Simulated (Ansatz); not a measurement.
in.yaml

```yaml
crystal:
  periodic: [false, false, false]
  atoms:
    - {symbol: Al, position_ang: [0.084376, 0.005225, 1.840215]}
    - {symbol: C, position_ang: [-0.080498, 0.013599, -0.093313]}
    - {symbol: Cl, position_ang: [-0.003878, -0.018825, -1.746902]}
basis:
  gaussian: {orbitals: def2-SVP}
magnetization: {spin_polarized: false, initial_magnetization: 2}
correlation: {method: ccsd, electrons: outside_noble_gas, diis_vectors: 4}
scf: {lower_state_search: off}
output: {forces: true}
```

```sh
$ ansatz run in.yaml --threads 1 --pin off --events-out ev --progress --plain --max-ram 2393MiB
```

The program prints:

```
these checks for a lower state are left out or cut short: starts, cluster_reference, orbital_swaps, neighbouring_geometries, increment
464 factors; integrals over basis functions are off by at most 1.1e-3 eV
mean field evaluation 1: about -20106.0873 eV, gradient 1.0e1 eV
mean field evaluation 2: about -20106.0933 eV, gradient 1.0e1 eV
mean field evaluation 4: about -20107.1175 eV, gradient 2.2e0 eV
mean field evaluation 8: about -20107.1733 eV, gradient 1.1e-1 eV
mean field -20107.17361553 eV, -738.9250012389 hartree, gradient 4.8e-6 eV, S^2 2.000000; 0 other end points of the search recorded, 0 dependent functions left out
11 core orbitals not correlated: weight in the atoms' cores, before any rotation towards them, 1.000 or more for the frozen orbitals, at most 0.000 for the correlated occupied ones
reference -20107.17361553 eV, -738.9250012389 hartree; 8, 6 occupied and 31, 33 virtual orbitals, 464 factors
second order -7.17510114 eV of doubles, -0.13246499 eV of singles
cycle   1  -7.90960804 eV  change   -6.0e-1 eV  update   9.3e-2
cycle   2  -8.22375805 eV  change   -3.1e-1 eV  update   3.6e-2
cycle   3  -8.29217731 eV  change   -6.8e-2 eV  update   2.0e-2
cycle   4  -8.28739920 eV  change    4.8e-3 eV  update   7.3e-3
cycle   5  -8.28878423 eV  change   -1.4e-3 eV  update   3.4e-3
cycle   6  -8.28826463 eV  change    5.2e-4 eV  update   1.7e-3
cycle   7  -8.28912451 eV  change   -8.6e-4 eV  update   1.1e-3
cycle   8  -8.28939226 eV  change   -2.7e-4 eV  update   7.3e-4
cycle   9  -8.28981172 eV  change   -4.2e-4 eV  update   4.5e-4
cycle  10  -8.28978750 eV  change    2.4e-5 eV  update   2.0e-4
cycle  11  -8.28975874 eV  change    2.9e-5 eV  update   8.9e-5
cycle  12  -8.28975968 eV  change   -9.4e-7 eV  update   4.3e-5
cycle  13  -8.28976239 eV  change   -2.7e-6 eV  update   2.0e-5
cycle  14  -8.28977447 eV  change   -1.2e-5 eV  update   1.1e-5
cycle  15  -8.28977681 eV  change   -2.3e-6 eV  update   6.5e-6
cycle  16  -8.28977628 eV  change    5.4e-7 eV  update   3.4e-6
cycle  17  -8.28977485 eV  change    1.4e-6 eV  update   2.1e-6
cycle  18  -8.28977374 eV  change    1.1e-6 eV  update   1.2e-6
the calculation of the forces begins
Total energy: -20115.46338927 eV, -739.2296448049 hartree
Atom 0 at     0.084376     0.005225     1.840215 Å, force    -0.000689     0.001404     0.114388 eV/Å
Atom 1 at    -0.080498     0.013599    -0.093313 Å, force    -0.004553     0.003760     0.262242 eV/Å
Atom 2 at    -0.003878    -0.018825    -1.746902 Å, force     0.005241    -0.005164    -0.376630 eV/Å
Dipole moment:     0.016001    -0.003666    -0.067541 e Å
Checks for a lower state left out: starts, cluster_reference, orbital_swaps, neighbouring_geometries, increment
```

Forces (eV/Å):
```
Al  -0.001  0.001  0.114
C   -0.005  0.004  0.262
Cl   0.005 -0.005 -0.377
```

Ran on 1 thread of Arm Neoverse V1, shared host: 3.6 s wall, 0.16 GiB peak host memory.
